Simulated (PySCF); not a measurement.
Bonds broken one at a time in the series B SiH3-H. Gas-phase values, no solvent. Strings in code marks are SMILES.

The numbers are results of PBE-D3(BJ)/def2-TZVP // M06-2X/def2-TZVP (PySCF), not measurements. All candidates: neutral, multiplicity 2. 

* **dipole moment**: 0.42 D
* **highest occupied spin orbital**: -4.76 eV

Task: Say which member has these values.
A. `[SiH3]`
B. `[BH][SiH3]`
C. `[BH2]`
D. `[SiH3][B][SiH3]`

Result: B, `[BH][SiH3]`. The others give `[SiH3]`: 0.04 D, -5.33 eV; `[BH2]`: 0.50 D, -4.96 eV; `[SiH3][B][SiH3]`: 0.11 D, -4.53 eV
